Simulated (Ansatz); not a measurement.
One stationary structure of Ag. Calculation: r2SCAN (plane waves to 500 eV, PAW, scalar-relativistic; Ansatz, a quantum-chemistry and plane-wave program).

```
CELL_PARAMETERS angstrom
     -1.45123     1.45123     2.05193
      1.45123    -1.45123     2.05193
      1.45123     1.45123    -2.05193
ATOMIC_POSITIONS crystal
  Ag 0.50000 0.50000 0.00000
```

Task: Determine the symmetry and give the standard cell with its independent sites.

Result: Space group Fm-3m (No. 225); a = 4.104 Å, b = 4.104 Å, c = 4.104 Å, α = 90.00°, β = 90.00°, γ = 90.00°

| atom | site | symmetry | x | y | z |
|---|---|---|---|---|---|
| Ag | 4b | m-3m | 0.5000 | 0.5000 | 0.5000 |

This is the fcc (Cu type).

Task: Give the shortest distances between elements (the closest pairs, up to four, under 3.6 Å).

Result: Ag–Ag 2.90 Å.

| Item | Value |
|---|---|
| Volume per atom | 17.29 Å³ |
| Band gap | zero (metallic) |

No spin polarisation in the result.

Measured for Ag: a 4.062 Å (static lattice; corrected from measurement; as listed in Daniel Mejia-Rodriguez, S. B. Trickey, Phys. Rev. B (2018)). Computed minus measured — a: r2SCAN +1.0 %. The computed values are for a static lattice.

It was reached from a disturbed copy of a I4₁/amd (No. 141) cell (AFLOW prototype A_tI4_141_a (A5, as in Sn)), against which it lies -0.25 eV/atom.
